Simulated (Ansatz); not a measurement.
Total energies of C$_{2}$H$_{5}$ClO$_{2}$, SMILES `CC(O)(O)Cl`.

Z-matrix (Å, degrees):
```
C
C 1 1.507
H 1 1.093 2 108.8
H 1 1.089 2 110.3 3 119.0
H 1 1.088 2 109.8 3 -119.9
O 2 1.374 1 108.4 3 -60.5
O 2 1.390 1 113.6 3 64.4
Cl 2 1.815 1 109.2 3 179.6
H 6 0.965 2 107.7 1 179.4
H 7 0.964 2 106.9 1 -57.9
```

Total charge 0; spin multiplicity 1. The geometry is a stationary point of PBE0-D4/def2-TZVP. It is one conformer, not always the lowest. Basis def2-TZVPP, the Gaussian-basis code of Ansatz.

RPA on PBE orbitals: Hartree–Fock energy of these orbitals -687.93006 Eh, correlation -1.60132 Eh (frozen core).

| functional | energy without D4 (Eh) | D4 term (kJ/mol) |
| --- | --- | --- |
| B97M-V | -689.82648 | – |
| BHLYP | -689.86286 | -21.3 |

Task: Give the same for LDA (SPW92), PBE, revPBE, BLYP, r2SCAN, PBE0, B3LYP, r2SCANh, r2SCAN0, HSE06 (plane-wave form), CAM-B3LYP, LC-ωPBE, ωB97X-V, ωB97M-V, B2PLYP, PBE-QIDH. (Best estimate.)

Result: Computed: 
```csv
functional,energy without D4 (Eh),D4 term (kJ/mol)
LDA (SPW92),-686.70405,–
PBE,-689.54103,-19.1
revPBE,-689.83200,-66.4
BLYP,-689.91937,-43.5
r2SCAN,-689.84163,-4.6
PBE0,-689.58689,-15.9
B3LYP,-690.00695,-30.8
r2SCANh,-689.82739,-4.8
r2SCAN0,-689.80724,-5.3
HSE06 (plane-wave form),-689.56797,-14.6
CAM-B3LYP,-689.91441,-15.8
LC-ωPBE,-689.73339,–
ωB97X-V,-689.85131,–
ωB97M-V,-689.88687,–
B2PLYP,-689.69070,–
PBE-QIDH,-689.47310,–
```

B3LYP takes the VWN-RPA correlation (the form of Gaussian; ORCA's B3LYP/G). HSE06 is the plane-wave form, built on full-range PBE exchange. The double hybrids freeze the cores in their second-order part.

LC-ωPBE has ω = 0.4 bohr⁻¹.
